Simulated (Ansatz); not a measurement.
## Calibrating PBE-D4/def2-TZVPP on O-containing molecules

The dipole moment in D of 7 O-containing molecules: x at PBE-D4/def2-TZVPP, y as measured (NIST CCCBDB). Shapes, held fixed at every level: PBE0-D4/def2-TZVP. Programs: Ansatz 0.2.0.

| molecule | x (D) | y (D) |
| --- | --- | --- |
| C2H2O (ethenone) | 1.33 | 1.42 |
| SO2 (sulfur dioxide) | 1.54 | 1.63 |
| CH4O (methanol) | 1.56 | ? |
| SCl2O2 (sulfuryl chloride) | 1.63 | 1.81 |
| HOF (hypofluorous acid) | 1.88 | 2.23 |
| CHFO (formyl fluoride) | 1.95 | 2.02 |
| C2H3ClO (acetyl chloride) | 2.67 | 2.72 |

Question: Fit y = c + s·x to the known rows and predict y for CH4O.

Answer: 
1. Means of the 6 rows: x = 1.8333, y = 1.972.
2. Σ(Δx)² = 1.0965, Σ(Δx·Δy) = 1.0546, so the slope is 1.0546/1.0965 = 0.96179.
3. Intercept: 1.972 − (0.96179) × 1.8333 = 0.209. The largest residual of the fit is 0.21.
4. CH4O: 0.209 + 0.96179 × 1.56 = 1.71 D.

The measured value is 1.70 D, so the prediction is off by +0.01 D, within the largest residual. The largest residual belongs to HOF, which stands apart and tilts the line. Uncorrected, PBE-D4/def2-TZVPP misses CH4O by -0.14 D, and the other rows by 0.14 on average. With references in doubt, neither the misses nor the line can be laid on the level alone. Left out in turn, the other rows are missed by 0.14 D on average, no better than no correction. The tabulated value of HOF is in doubt (older tables, estimates, or at odds with other calculations) and kept here.
